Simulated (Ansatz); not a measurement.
## ClF: a search for lower mean-field states, step by step

With Ansatz 0.2.0 through its Python package.

The script reads `clf.xyz`:
```text
2

F     0.81430    0.00000    0.00000
Cl   -0.81430    0.00000    0.00000
```

Typed at the interpreter:
```pycon
>>> import warnings
>>> import ansatz as az
>>> import numpy as np
>>> warnings.simplefilter('ignore', az.DeckWarning)
>>> mol = az.Crystal.molecule_from_extxyz('clf.xyz')
>>> symbols = [site.symbol for site in mol.cartesian_sites]
>>> start = np.array([site.position_ang for site in mol.cartesian_sites])
>>> for factor in [1.0, 1.25, 1.6]:
...     xyz = (start - start.mean(axis=0)) * factor
...     scaled = az.Crystal.molecule()
...     for symbol, place in zip(symbols, xyz):
...         scaled = scaled.atom(symbol, place.tolist())
...     base = scaled.calculation().basis(gaussian='def2-SVP').functional('PBE').spin('collinear')
...     for search in ('off', 'standard'):
...         try:
...             r = base.scf(lower_state_search=search).run(threads=1).report
...         except az.AnsatzError as error:
...             print(f'x{factor} search {search}: {type(error).__name__}')
...             continue
...         state = r['mean_field']['state']
...         print(f'all distances x{factor}, search {search:8s} E = {r["free_energy_ev"]:.5f} eV  <S^2> = {abs(state["spin_squared"]):.3f}  other states met: {len(r["mean_field"]["others"])}')
...
all distances x1.0, search off      E = -15223.26390 eV  <S^2> = 0.000  other states met: 0
all distances x1.0, search standard E = -15223.26390 eV  <S^2> = 0.000  other states met: 0
all distances x1.25, search off      E = -15222.41388 eV  <S^2> = 0.000  other states met: 0
all distances x1.25, search standard E = -15222.41404 eV  <S^2> = 0.024  other states met: 13
all distances x1.6, search off      E = -15220.57260 eV  <S^2> = 0.000  other states met: 0
all distances x1.6, search standard E = -15220.98154 eV  <S^2> = 0.864  other states met: 25
```

Total energies depend on the basis set; only differences at equal settings carry meaning. The count of other states can hold repeated and symmetry-equivalent ends of the search; scaling all distances is a test, and for more than two atoms no physical path. The expectation value of S² is noticeably off S(S+1) in at least one run, so that state is spin-contaminated. The whole script took 9.9 s on 1 thread of Arm Neoverse V2 (shared host), peak memory 0.16 GiB.

(Lines on the test bed's own set-up are left out of the output.)
